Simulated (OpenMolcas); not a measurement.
## How methods differ on PH2 (SMILES [PH2])

PH2: 3 atoms, total charge 0, spin state doublet. As SMILES, `[PH2]`. The shape is that of a PBE0-D4/def2-TZVP optimisation.

```jsonl
{"atom": "P", "x (Å)": "0.5257", "y (Å)": "-0.3094", "z (Å)": "0.2582"}
{"atom": "H", "x (Å)": "0.1146", "y (Å)": "1.0515", "z (Å)": "0.1767"}
{"atom": "H", "x (Å)": "-0.6404", "y (Å)": "-0.7421", "z (Å)": "-0.4350"}
```

Quantity: the energy change with the P1–H2 bond stretched from 1.424 to 1.780 Å, in eV. The values are calculated.

```tsv
level	kind	program	value (eV)	less FCI/3-21G
UHF/3-21G	Hartree–Fock	OpenMolcas	0.68	+0.22
USVWN5/3-21G	LDA	OpenMolcas	0.47	+0.01
UPBE/3-21G	GGA	OpenMolcas	0.49	+0.03
U-r2SCAN/3-21G	meta-GGA	OpenMolcas	0.56	+0.10
UB3LYP/3-21G	global hybrid	OpenMolcas	0.56	+0.10
CASSCF(7,6)/3-21G	multireference	OpenMolcas	0.41	-0.05
MRCI(7,6)/3-21G	multireference	OpenMolcas	0.46	0.00
ROCCSD(T)/3-21G	coupled cluster or CI	OpenMolcas	0.46	0.00
FCI/3-21G	exact in the basis	OpenMolcas	0.46	0.00
```

FCI/3-21G is exact within its basis and frozen core, so for wave-function methods in that basis the difference is their error; functionals converge differently with the basis, so for them it is only a difference. The first shape isn't each level's own minimum. The values span 0.41 to 0.68 eV. All rows use very small basis sets, so even the best lies far from the true value.
